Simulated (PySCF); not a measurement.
Formyl fluoride, CHFO.
Z-matrix (Å and degrees, PBE0-D3(BJ)/def2-SVP geometry), rows numbered from 1:
```
O 
C   1  1.1773
F   2  1.3286  1  123.23
H   2  1.1083  1  127.22  3  -179.93
```

Computed with PBE0-D3(BJ)/def2-SVP geometry optimisation, gas phase (PySCF).

Take the most abundant isotopes and a rigid rotor. 

Question: What are A, B and C (GHz)?

Answer: Ia = 5.46, Ib = 42.56, Ic = 48.03 u·Å²; 505379 MHz·u·Å²/I gives 92485, 11873 and 10522 MHz, that is A = 92.485, B = 11.873, C = 10.522 GHz.

Question: What kind of rotor is it?

Answer: A near-prolate asymmetric top; Ray's κ = -0.967.

Question: What does the inertial defect say?

Answer: Planar: Δ = Ic − Ia − Ib = 0.00 u·Å². For a rigid frame Δ = −2 Σ m c², so it vanishes when all atoms lie in the ab plane; here none is more than 0.01 Å from it.

Question: Where do the levels up to J = 3 lie, in MHz?

Answer: Above 0(0,0):
J = 1: 1(0,1) 22396, 1(1,1) 103007, 1(1,0) 104358
J = 2: 2(0,2) 67170, 2(1,2) 146447, 2(1,1) 150500, 2(2,1) 392334, 2(2,0) 392351
J = 3: 3(0,3) 134289, 3(1,3) 211597, 3(1,2) 219702, 3(2,2) 459521, 3(2,1) 459605, 3(3,1) 865965, 3(3,0) 865965

Question: Which types of transition are allowed, and where do some lines up to J = 3 fall?

Answer: The dipole components are |μa| = 0.78 D, |μb| = 1.85 D, |μc| = 0.00 D; the mirror of this Cs structure is the ab plane, so μc vanishes by symmetry and there are no c-type lines. Intensities carry the squares of the components, which stand as 0.18 : 1.00 (a : b). Some lines, for components of 0.1 D or more:

```
type  branch         J(Ka,Kc)     MHz  lower level (cm⁻¹)
   a       Q  2(1,1) ← 2(1,2)    4053               4.885
   a       Q  3(1,2) ← 3(1,3)    8105               7.058
   a       R  2(1,2) ← 1(1,1)   43440               3.436
   a       R  2(0,2) ← 1(0,1)   44774               0.747
   a       R  2(1,1) ← 1(1,0)   46142               3.481
   a       R  3(1,2) ← 2(1,1)   69202               5.020
   b       Q  1(1,0) ← 1(0,1)   81962               0.747
   b       Q  2(1,1) ← 2(0,2)   83330               2.241
   b       R  1(1,1) ← 0(0,0)  103007               0.000
   b       R  2(1,2) ← 1(0,1)  124052               0.747
   b       R  3(1,3) ← 2(0,2)  144427               2.241
   b       Q  3(2,1) ← 3(1,2)  239903               7.328
   b       Q  2(2,0) ← 2(1,1)  241851               5.020
   b       Q  3(2,2) ← 3(1,3)  247923               7.058
   b       R  2(2,1) ← 1(1,0)  287976               3.481
   b       Q  3(3,1) ← 3(2,2)  406445              15.328
   b       R  3(3,1) ← 2(2,0)  473614              13.087
   b       R  3(3,0) ← 2(2,1)  473631              13.087
```

Question: Estimate the classical rotational partition function at 25 K, 100 K and 200 K.

Answer: Point group Cs, symmetry number σ = 1; q = (√π/σ)·√((kT/h)³/(ABC)), k/h = 20836.6 MHz/K: 196 at 25 K, 1570 at 100 K, 4440 at 200 K.

PBE0-D3(BJ)/def2-SVP frequencies: not computed here. These are rigid-rotor constants of the computed structure; measured ground-state constants (B0) also hold zero-point vibration.
